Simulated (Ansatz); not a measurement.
Basis-set extrapolation for C4H5N, SMILES `C=NC#CC` (PBE0-D4/def2-TZVP geometry, frozen core, the Gaussian-basis code of Ansatz). Multiplicity 1, RHF reference.

```json
{"": "HF", "def2-TZVPP": "-208.816803", "def2-QZVPP": "-208.825779"}
{"": "MP2 correlation", "def2-TZVPP": "-0.828274", "def2-QZVPP": "-0.882243"}
{"": "CCSD(T) correlation", "def2-TZVPP": "-0.896926", "def2-QZVPP": "not run"}
```

Energies in hartree. Use E(X) = E(∞) + A·exp(−7.88·√X) for Hartree–Fock and E(X) = E(∞) + B·X^(−2.97) for correlation, with X = 3 and 4, and add CCSD(T) minus MP2 of the smaller set to the MP2 limit.

Question: What is the CCSD(T) energy at the basis-set limit?

Answer: HF limit: -208.825779 + (-0.008976) × 0.13774 = -208.82702. MP2 limit: -0.882243 + (-0.053969) × 0.74074 = -0.92222. Higher-order term: -0.896926 − (-0.828274) = -0.06865. Total: -209.81789 hartree, 2.83 eV below CCSD(T)/def2-TZVPP.
